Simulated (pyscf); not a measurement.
Optimised with ωB97X-D3(BJ)/def2-SVP in PySCF.

Q: Estimate by transition-state theory the rate constant of `[CH3][InH][CH3]` + `[SH2]` → `[CH3][In]([CH3])[SH]` + `[H][H]` (singlet surface; H–In, H–S broken, In–S, H–H formed) at 900 K, with ωB97M-D3(BJ)/def2-TZVP energies (ideal gas, 1 atm, RRHO with modes under 100 cm⁻¹ raised to 100, one conformer, R ln 2 for chiral ones without a mode under 150 cm⁻¹; no tunnelling).

A: The electronic barrier is 9.0 kcal/mol and the thermal terms add +32.2, so ΔG‡ = 41.2 kcal/mol. With k_BT/h = 1.88e+13 s⁻¹ and RT = 1.788 kcal/mol, and a volume of 1.23e-19 cm³ per molecule at 1 atm, k = 2.3e-16 cm³ molecule⁻¹ s⁻¹. Wigner's tunnelling factor for 1266i cm⁻¹ would be 1.17. A shift of 1 kcal/mol in the barrier changes k by a factor 1.7. On the reactant side the descent ends in an adduct with a In–S contact, 11.8 kcal/mol under the separated species and 16.1 kcal/mol under the saddle at ωB97X-D3(BJ)/def2-TZVP. What is counted as formed (In–S) is already present as a longer contact in the reactant adduct; forming that adduct is a step of its own. At ωB97X-D3(BJ) the barrier from the zero used here is 4.3 kcal/mol. This is the saddle that the search found; another between the same sides may lie lower. Elements past Kr carry the def2 core potentials, without spin-orbit coupling.
